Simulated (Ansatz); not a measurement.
Geometry optimisation, RKS CAM-B3LYP/def2-SVP (Ansatz).

The input (input.yaml):

```yaml
crystal:
  periodic: [false, false, false]
  atoms:
    - { symbol: Si, position_ang: [0.0, 0.0, 0.0] }
    - { symbol: F, position_ang: [0.0, 0.0, 1.94] }
    - { symbol: H, position_ang: [1.3768, 0.0, -0.4862] }
    - { symbol: H, position_ang: [-0.6877, 1.1914, -0.4862] }
    - { symbol: H, position_ang: [-0.6877, -1.1914, -0.4862] }
    - { symbol: H, position_ang: [-1.6702, 0.0, 0.555] }
    - { symbol: H, position_ang: [-1.2655, 0.0, 1.4751] }
basis:
  gaussian: { orbitals: def2-SVP }
hamiltonian:
  xc: cam_b3lyp
relax:
  f_tol: 0.15
  max_steps: 25
  restrain:
    - { distance: [0, 5], at: 2.66, k: 30.0 }
    - { distance: [6, 1], at: 2.12, k: 30.0 }
    - { distance: [0, 1], at: 1.59, k: 30.0 }
    - { distance: [6, 5], at: 0.66, k: 30.0 }
```

Launched with:

```bash
$ ansatz run input.yaml --threads 1 --pin off --max-ram 2048MiB --backend cpu --events-out ev --progress --plain --runs-dir out
```

Where does it end, and by what steps?

The run converged. The restraints hold the end off the free minimum. After 5 steps the energy has fallen by 2.664 eV (the restraints' own energy left out); H6 moved furthest, 0.71 Å. Joined: H6–H7 (1.01 → 0.72 Å).

```
step  energy less start (eV)  largest force component (eV/Å)  accepted
   0                  0.0000                           3.299       yes
   1                 -1.1196                           3.542       yes
   2                 -1.7322                           4.940       yes
   3                 -2.3680                           2.295       yes
   4                 -2.6524                           1.528       yes
   5                 -2.6637                           1.418       yes
```

```xyz
7
Properties=species:S:1:pos:R:3
Si 0.217 0.000 -0.030
F 0.272 0.000 1.580
H 1.632 0.000 -0.501
H -0.468 1.224 -0.516
H -0.468 -1.224 -0.516
H -2.264 0.000 0.951
H -1.855 0.000 1.542
```

The run took 7.7 s on 1 thread of Arm Neoverse V2, with other jobs on the host, peak memory 0.11 GiB.
